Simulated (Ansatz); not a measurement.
# HCl (hydrogen chloride): SVWN5/def2-TZVPPD

What is the vertical electron affinity of HCl (hydrogen chloride) at SVWN5/def2-TZVPPD? 

The results are computed with Ansatz 0.2.0.

32 further runs of the same task are left out: 32 set aside as unsound or not needed.

### 1 The molecule

HCl: 2 atoms, total charge 0, spin state singlet. As SMILES, `Cl`. Geometry: relaxed at PBE0-D4/def2-TZVP.

Bond lengths: Cl1–H2 1.279 Å.

### 2 A single-point energy at SVWN5/def2-TZVPPD

Input file molecule.yaml:

```yaml
crystal:
  periodic: [false, false, false]
  atoms:
    - {symbol: Cl, position_ang: [0.546000, -0.178500, 0.280800]}
    - {symbol: H, position_ang: [-0.546000, 0.178500, -0.280800]}
basis:
  gaussian:
    orbitals: def2-TZVPPD.json
hamiltonian:
  xc: {name: SVWN5}
accuracy: high
output: {orbitals: {seedname: orbitals}}
```

The basis set def2-TZVPPD is read from a file made from the Basis Set Exchange's data (not shown).

Run with:

```console
ansatz run molecule.yaml --threads 1 --pin off --max-ram 3480MiB --events-out events.jsonl --progress --plain --runs-dir runs
```

What it wrote:

```text
Warning: RAYON_NUM_THREADS=1 ignored (pool sized by the plan → 1); use --threads N
Functional definition: SVWN5
  name "SVWN5"
  exchange = slater_x
  correlation = vwn5_c
849 factors; integrals over basis functions are off by at most 3.7e-9 eV
mean field evaluation 1: about -12498.3964 eV, gradient 1.2e1 eV
mean field evaluation 2: about -12498.3136 eV, gradient 1.5e1 eV
mean field evaluation 4: about -12498.7700 eV, gradient 6.3e-1 eV
mean field evaluation 8: about -12498.7705 eV, gradient 2.6e-3 eV
mean field evaluation 16: about -12498.7705 eV, gradient 6.9e-8 eV
mean field -12498.77052184 eV, -459.3213447068 hartree, gradient 6.6e-8 eV, S^2 0.000000; 0 other end points of the search recorded, 0 dependent functions left out
reference -12498.77052590 eV, -459.3213448559 hartree; 9, 9 occupied and 59, 59 virtual orbitals, 849 factors
Total energy: -12498.77052590 eV, -459.3213448559 hartree
```

Wall time 0.66 s (1 thread of Arm Neoverse V2, shared host); peak memory 0.11 GiB.

### 3 The doublet anion

Input file job.yaml:

```yaml
crystal:
  periodic: [false, false, false]
  atoms:
    - {symbol: Cl, position_ang: [0.546000, -0.178500, 0.280800]}
    - {symbol: H, position_ang: [-0.546000, 0.178500, -0.280800]}
basis:
  gaussian:
    orbitals: def2-TZVPPD.json
total_charge: -1
magnetization:
  spin_polarized: true
  initial_magnetization: 1
hamiltonian:
  xc: {name: SVWN5}
accuracy: high
output: {orbitals: {seedname: orbitals}}
```

The basis set def2-TZVPPD is read from a file made from the Basis Set Exchange's data (not shown).

Run with:

```console
ansatz run job.yaml --threads 1 --pin off --max-ram 3480MiB --events-out events.jsonl --progress --plain --runs-dir runs
```

What it wrote:

```text
Warning: RAYON_NUM_THREADS=1 ignored (pool sized by the plan → 1); use --threads N
[... 4 set-up lines as earlier in the session ...]
849 factors; integrals over basis functions are off by at most 3.7e-9 eV
mean field evaluation 1: about -12490.2106 eV, gradient 3.7e1 eV
mean field evaluation 2: about -12483.2705 eV, gradient 5.7e1 eV
mean field evaluation 4: about -12497.5786 eV, gradient 2.0e0 eV
mean field evaluation 8: about -12497.5892 eV, gradient 6.2e-2 eV
mean field evaluation 16: about -12497.5892 eV, gradient 3.4e-5 eV
mean field evaluation 32: about -12497.5892 eV, gradient 1.4e-4 eV
mean field evaluation 64: about -12496.6476 eV, gradient 4.1e0 eV
mean field -12497.58918114 eV, -459.2779312369 hartree, gradient 3.7e-8 eV, S^2 0.750372; 9 other end points of the search recorded, 0 dependent functions left out
reference -12497.58918327 eV, -459.2779313148 hartree; 10, 9 occupied and 58, 59 virtual orbitals, 849 factors
Total energy: -12497.58918327 eV, -459.2779313148 hartree
```

Run time: 2.8 s. Hardware: 1 thread of Arm Neoverse V2, shared host; peak memory 0.12 GiB.

### 4 Outcome

Level: SVWN5/def2-TZVPPD.

| quantity | value |
| --- | --- |
| singlet HCl: total energy | -459.32134 Eh |
| singlet HCl: HOMO energy | -8.15 eV |
| singlet HCl: LUMO energy | -1.04 eV |
| singlet HCl: HOMO–LUMO gap | 7.11 eV |
| doublet anion: total energy | -459.27793 Eh |
| doublet anion: HOMO energy (highest over α and β) | 3.40 eV |
| doublet anion: LUMO energy (lowest over α and β) | 4.11 eV |
| doublet anion: ⟨S²⟩ | 0.750 |
| vertical electron affinity (to the doublet anion) | -1.181 eV |

**Reading.** The anion lies 1.18 eV (114 kJ/mol) above the neutral: the electron isn't bound at this level, and such a value depends on the basis. The HOMO (doublet anion) lies at positive energy, 3.40 eV, as semi-local functionals often give for anions; only total energies tell whether the electron is bound.
